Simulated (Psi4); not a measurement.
**[OF2]+ (SMILES F[O+]F): UCCSD(T)/cc-pVTZ**

Aim: the vertical doublet–quartet gap of [OF2]+ at UCCSD(T)/cc-pVTZ, from 2 runs. 

The results are computed with Psi4 1.11.

3 further runs of the same task are left out: 3 that didn't finish.

## Step 1: The molecule

[OF2]+ has 3 atoms, charge +1, and is taken as a doublet. As SMILES, `F[O+]F`. The coordinates come from a PBE0-D4/def2-TZVP relaxation.

Bond lengths: F1–O2 1.297 Å, O2–F3 1.297 Å. Angles: F1–O2–F3 108.0°.

## Step 2: A single-point energy at UCCSD(T)/cc-pVTZ

The input, f2o.xyz:

```xyz
3
F2O
F      0.920200    -0.309010     0.473410
O      0.000640     0.505210     0.055670
F     -0.920840    -0.196190    -0.529090
```

The input, run.py:

```python
import numpy as np
from ase.calculators.psi4 import Psi4
from ase.io import read

a = read('f2o.xyz')
calc = Psi4(atoms=a, method='ccsd(t)', basis='cc-pVTZ', memory='2200MB', num_threads=1, charge=1, multiplicity=2, label='calc', reference='uhf')
calc.psi4.set_options({'puream': True, 'e_convergence': 1e-09, 'd_convergence': 1e-08, 'scf_type': 'pk', 'num_frozen_docc': 3, 'maxiter': 100})
a.calc = calc

print(f'energy: {a.get_potential_energy():.6f} eV')
```

The run is started by

```console
$ python run.py
```

calc.dat:

```text
[...]
  Running in c1 symmetry.
[...]
  Nuclear repulsion =   79.155290775448890
[...]
  Multiplicity = 2
[...]
  Nalpha       = 13
  Nbeta        = 12
[...]
    Number of basis functions: 90
[...]
   @UHF iter   1:  -272.86991142167204    2.71886e-01   8.61670e-03 DIIS/ADIIS
[...]
   @UHF iter  18:  -273.11229680303387   -4.94538e-12   6.12507e-09 DIIS
[...]
   @S^2 Observed:                7.894135236E-01
[...]
    Orbital Energies [Eh]
    ---------------------
    Alpha Occupied:
       1A    -26.819397     2A    -26.819371     3A    -21.351995
       4A     -2.279599     5A     -2.067904     6A     -1.718302
       7A     -1.354120     8A     -1.268523     9A     -1.258100
      10A     -1.134077    11A     -1.075518    12A     -1.060698
      13A     -1.037539
    Alpha Virtual:
      14A     -0.188417    15A     -0.134903    16A      0.352499
      17A      0.357152    18A      0.360889    19A      0.530711
      20A      0.577785    21A      0.603803    22A      0.640704
      23A      0.640754    24A      0.670816    25A      0.769995
[...]
  @UHF Final Energy:  -273.11229680303387
   => Energetics <=
    Nuclear Repulsion Energy =             79.1552907754488899
    One-Electron Energy =                -527.6437162393283415
    Two-Electron Energy =                 175.3761286608456373
    Total Energy =                       -273.1122968030338143
  UHF NO Occupations:
  HONO-2 :   11  A 1.9924361
  HONO-1 :   12  A 1.9909015
[...]
 Multipole Moments:
 ------------------------------------------------------------------------------------
     Multipole            Electronic (a.u.)      Nuclear  (a.u.)        Total (a.u.)
 ------------------------------------------------------------------------------------
 L = 1.  Multiply by 2.5417464519 to convert [e a0] to [Debye]
 Dipole X            :         -0.0001112            0.0005398            0.0004286
 Dipole Y            :         -0.0853641            0.4261274            0.3407632
 Dipole Z            :         -0.0094087            0.0469589            0.0375501
 Magnitude           :                                                    0.3428262
[...]
      * MP2 total energy                      = -273.822192424499747
[...]
      * CCSD total energy                     = -273.843676709940894
[...]
      * CCSD(T) total energy                     = -273.874280531129557
```

Standard output:

```text
energy: -7452.498770 eV
```

It took 62 s on 1 thread of AMD EPYC 9R45 (Zen 5), shared host; peak memory 0.81 GiB.

## Step 3: The quartet at the same level

The input, job.py:

```python
import psi4

psi4.set_memory(2200000000)
psi4.set_num_threads(1)
psi4.set_output_file('f2o.out', False)

mol = psi4.geometry("""
1 4
F      0.920200    -0.309010     0.473410
O      0.000640     0.505210     0.055670
F     -0.920840    -0.196190    -0.529090
units angstrom
symmetry c1
no_reorient
no_com
""")

psi4.set_options({
    'basis': 'cc-pVTZ',
    'reference': 'uhf',
    'puream': True,
    'e_convergence': 1e-09,
    'd_convergence': 1e-08,
    'scf_type': 'pk',
    'num_frozen_docc': 3,
    'maxiter': 100,
})

e_tot, wfn = psi4.energy('ccsd(t)', return_wfn=True)
print(f'total energy {e_tot:.8f} hartree = {e_tot * 27.211386:.5f} eV')
```

The run is started by

```console
$ python job.py
```

f2o.out:

```text
[...]
  Running in c1 symmetry.
[...]
  Nuclear repulsion =   79.155290775448890
[...]
  Multiplicity = 4
[...]
  Nalpha       = 14
  Nbeta        = 11
[...]
    Number of basis functions: 90
[...]
   @UHF iter   1:  -272.62766445880357    5.14133e-01   7.39844e-03 ADIIS/DIIS
[...]
   @UHF iter  20:  -272.85210024864170   -2.72848e-12   7.60211e-09 DIIS
[...]
   @S^2 Observed:                3.900503458E+00
[...]
    Orbital Energies [Eh]
    ---------------------
    Alpha Occupied:
       1A    -26.801869     2A    -26.801817     3A    -21.312182
       4A     -2.313317     5A     -2.122692     6A     -1.780223
       7A     -1.367246     8A     -1.348890     9A     -1.335615
      10A     -1.147509    11A     -1.136504    12A     -1.122695
      13A     -1.044987    14A     -0.797824
    Alpha Virtual:
      15A     -0.184803    16A      0.312664    17A      0.353561
      18A      0.357233    19A      0.514322    20A      0.566451
      21A      0.583002    22A      0.640248    23A      0.644821
      24A      0.664618    25A      0.763549    26A      1.141306
[...]
  @UHF Final Energy:  -272.85210024864170
   => Energetics <=
    Nuclear Repulsion Energy =             79.1552907754488899
    One-Electron Energy =                -527.9000439076181692
    Two-Electron Energy =                 175.8926528835275747
    Total Energy =                       -272.8521002486417046
  UHF NO Occupations:
  HONO-2 :   12  A 1.0000000
  HONO-1 :   13  A 1.0000000
[...]
 Multipole Moments:
 ------------------------------------------------------------------------------------
     Multipole            Electronic (a.u.)      Nuclear  (a.u.)        Total (a.u.)
 ------------------------------------------------------------------------------------
 L = 1.  Multiply by 2.5417464519 to convert [e a0] to [Debye]
 Dipole X            :          0.0016108           -0.0012094            0.0004014
 Dipole Y            :          1.3660363           -0.9545385            0.4114978
 Dipole Z            :          0.1506448           -0.1053711            0.0452736
 Magnitude           :                                                    0.4139811
[...]
      * MP2 total energy                      = -273.527162493900676
[...]
      * CCSD total energy                     = -273.560505844628551
[...]
      * CCSD(T) total energy                     = -273.597683531646396
```

The script printed:

```text
total energy -273.59768353 hartree = -7444.97218 eV
```

It took 71 s on 1 thread of AMD EPYC 9R45 (Zen 5), shared host; peak memory 0.81 GiB.

## Step 4: What came out

Level: UCCSD(T)/cc-pVTZ, 3 core orbitals frozen.

| quantity | value |
| --- | --- |
| doublet: total energy | -273.87428 Eh |
| doublet: HOMO energy (Hartree–Fock orbitals) (highest over α and β) | -28.23 eV |
| doublet: LUMO energy (Hartree–Fock orbitals) (lowest over α and β) | -9.55 eV |
| doublet: correlation energy (3 core orbitals frozen) | -762.0 mEh |
| doublet: (T) correction | -30.60 mEh |
| doublet: ⟨S²⟩ of the reference determinant | 0.789 |
| doublet: T1 diagnostic | 0.059 |
| quartet: total energy | -273.59768 Eh |
| quartet: HOMO energy (Hartree–Fock orbitals) (highest over α and β) | -21.71 eV |
| quartet: LUMO energy (Hartree–Fock orbitals) (lowest over α and β) | -12.44 eV |
| quartet: correlation energy (3 core orbitals frozen) | -745.6 mEh |
| quartet: (T) correction | -37.18 mEh |
| quartet: ⟨S²⟩ of the reference determinant | 3.901 |
| quartet: T1 diagnostic | 0.066 |
| vertical energy of the quartet above the doublet | 7.527 eV |

At this shape the quartet lies 7.53 eV (726 kJ/mol) above the doublet. The T1 diagnostic (doublet) of 0.059 is above the customary mark for such species, so a single reference may not serve. The triples (doublet) make up 4.0 % of the correlation energy. ⟨S²⟩ (quartet) is 3.90 where a pure quartet has 3.75: the reference is spin-contaminated. The T1 diagnostic (quartet) of 0.066 is above the customary mark for such species, so a single reference may not serve. The triples (quartet) make up 5.0 % of the correlation energy.
